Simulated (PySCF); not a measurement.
# C3H5FO2: the cost of one run

The runs use PySCF 2.14.0, with density-fitted response routines of our own; the level of theory stands in each step. All values are computed, except where a source is named. Atoms count from 0, in the outputs and in this text.

## (1) The starting structure

11 atoms, charge 0, multiplicity 1; geometry from: GFN2-xTB. The atoms were then displaced at random by about 0.01 Å, so the start is not that level's minimum.

Bonds of the start (Å): F0–C1 1.37, C1–C2 1.55, C2–O3 1.45, O3–C4 1.36, C4–O5 1.42, O5–C1 1.37, C1–H6 1.08, C2–H7 1.06, C2–H8 1.12, C4–H9 1.08, C4–H10 1.12.

## (2) Optimising the geometry at PBE0-D3(BJ)/def2-SVP

Job settings and geometry (Å):

```
{"job": {"xc": "PBE0", "basis": "def2-SVP", "d3": "d3bj", "grid": 1, "shake": 0.01, "kind": "geom"}, "charge": 0, "multiplicity": 1}
F     -0.572570     1.724100     0.779370
C     -0.517460     0.867040    -0.292450
C     -0.941950    -0.541390     0.182900
O      0.274810    -1.308860    -0.016780
C      1.295170    -0.406950    -0.071220
O      0.783230     0.748190    -0.715270
H     -1.117720     1.304270    -1.083370
H     -1.719710    -0.967050    -0.394480
H     -1.195350    -0.490170     1.272860
H      2.113890    -0.817230    -0.640560
H      1.635780    -0.137790     0.963330
```

Launch:

```console
> OMP_NUM_THREADS=1 python probes_run.py task.json out
```

One launch serves the whole session: the jobs run in the order shown.

**Question.** How long does this first job take on 1 thread of Arm Neoverse V2, shared host, and how much memory does it need?

About 35 s, with a peak of 0.46 GiB.
